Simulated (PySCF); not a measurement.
Gas-phase reaction: Si + 3 CH3 = (CH3)3Si

Computed with PySCF and rigid-rotor harmonic-oscillator thermochemistry at 1 bar. † marks an energy on the PBE0/def2-TZVP geometry and frequencies; other levels use their own. CCSD(T) freezes the core. 6-31G* has spherical d functions here. Open shells (unrestricted): Si (multiplicity 3, electronic degeneracy 9), CH3 (multiplicity 2), (CH3)3Si (multiplicity 2). Spin-orbit splitting is ignored; it lowers the true energy and changes the entropy of Si. B3LYP is the form with VWN-RPA correlation. (CH3)3Si: computed as isolated molecules; such fragments, hydroxides, amides, oligomers or adducts are transient or little studied in the gas. CCSD(T) isn't extrapolated to the basis-set limit. The harmonic model lacks anharmonicity and excited electronic states, which grow with temperature; levels with a mode under 35 cm⁻¹ are left out. Internal rotation in (CH3)3Si is treated as a harmonic vibration of one conformer, which makes the entropy rough.

```
level               ΔE electronic, kJ  ΔH°(298 K), kJ  ΔS°(298 K), J/K  ΔG°(2000 K), kJ
------------------  -----------------  --------------  ---------------  ---------------
B3LYP/6-31G*                     -852            -814             -416                9
B3LYP/def2-TZVP†                 -849            -812             -415                4
CCSD(T)/def2-SVP†                -834            -797             -415               18
HF/def2-TZVP†                    -617            -580             -415              236
PBE0/def2-QZVP†                  -898            -861             -415              -46
PBE0/def2-SVP†                   -906            -869             -415              -54
PBE0/def2-TZVP                   -898            -861             -415              -45
ωB97M-V/def2-TZVP†               -913            -876             -415              -60
```
ΔH° is lowest at ωB97M-V/def2-TZVP† and highest at HF/def2-TZVP†. No reference value is set beside these.
